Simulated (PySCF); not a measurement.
Gas-phase reaction: 4 SiHCl2 + SiCl4 ⇌ Si + 4 SiHCl3

Method: PySCF energies (xtb for GFN2) plus ideal-gas RRHO corrections (1 bar). † marks an energy on the PBE0/def2-TZVP geometry and frequencies; other levels use their own. MP2 and CCSD(T) freeze the core. Open shells (unrestricted): SiHCl2 (multiplicity 2), Si (multiplicity 3); the rest are closed-shell singlets. GFN2 has no spin-polarisation term. Spin-orbit splitting is ignored; it lowers the true energy and changes the entropy of Si. SiHCl2: computed as isolated molecules; such fragments, hydroxides, amides, oligomers or adducts are transient or little studied in the gas. MP2 isn't extrapolated to the basis-set limit. CCSD(T) isn't extrapolated to the basis-set limit.

```csv
level,"ΔH°(298 K), kJ"
CCSD(T)/def2-SVP†,[?]
GFN2-xTB,[?]
MP2/def2-SVP†,-276
MP2/def2-TZVPP†,-268
PBE/def2-SVP,[?]
PBE/def2-TZVP†,-179
PBE0/def2-QZVP†,-199
PBE0/def2-TZVP,-201
r2SCAN/def2-TZVP†,[?]
ωB97M-V/def2-TZVP†,-263
```

Task: Fill in the missing entries.

Result: 
- CCSD(T)/def2-SVP†, ΔH°(298 K), kJ: -280
- GFN2-xTB, ΔH°(298 K), kJ: -217
- PBE/def2-SVP, ΔH°(298 K), kJ: -183
- r2SCAN/def2-TZVP†, ΔH°(298 K), kJ: -181
